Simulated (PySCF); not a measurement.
**AlS+: from the state search to spectroscopic constants**

The task here is to estimate one member of a computed series from the others.

Method: Al 6-31G(d,p), S 6-31G(d,p), no relativity; program: PySCF 2.14.0.

The first run:

Settings of the job:

| Item | Value |
| --- | --- |
| atoms | Al, S |
| charge | 1 |
| basis | Al 6-31G(d,p), S 6-31G(d,p) |
| Hamiltonian | no relativity |
| basis functions | 36 |
| electrons treated | 28 |
| masses in u | 26.9815, 31.9721 |
| levels | PBE0, PBE, r²SCAN, LDA, r²SCAN0, B97-3, LC-ωPBE, HF, MP2, SCS-MP2, CCSD, CCSD(T) |
| grid | 80 radial by 434 angular points |
| occupations | held fixed by the projection of orbital angular momentum |
| dissociation limit | Al+ + S, each in its ground configuration |
| starting distance in angstrom | 2.280 |
| values of 2S to try | 0, 2 |

The run is started by

```bash
$ OMP_NUM_THREADS=1 python dia.py task.json out
```

Steps of the session up to this table: Set-up; PBE0 along the bond; Higher solutions at PBE0; PBE; r²SCAN; LDA; r²SCAN0 (hybrid meta-GGA); B97-3; LC-ωPBE (range-separated hybrid); UHF (mean field); Correlated methods on the Hartree–Fock reference.

One table of the session follows, with a row left open; its other results are not shown here.

| level | Re (Å) | ωe (cm⁻¹) | De (eV) |
| --- | --- | --- | --- |
| UHF | ? | ? | ? |
| UHF-MP2 | 2.170 | 500 | 0.65 |
| UHF-SCS-MP2 | 2.180 | 480 | 0.50 |
| UHF-CCSD | 2.203 | 418 | 0.473 |
| UHF-CCSD(T) | 2.202 | 435 | 0.58 |
| LDA | 2.190 | 462 | 1.56 |
| PBE | 2.214 | 442 | 1.23 |
| r²SCAN | 2.181 | 479 | 1.34 |
| PBE0 | 2.190 | 460 | 1.08 |
| r²SCAN0 | 2.173 | 482 | 1.17 |
| B97-3 | 2.199 | 454 | 1.00 |
| LC-ωPBE | 2.155 | 498 | 0.98 |

Q: Estimate the row for UHF from the others.

The run gave: Re (Å): 2.181; ωe (cm⁻¹): 442; De (eV): 0.227.

De is counted to Al+ + S in their ground configurations.
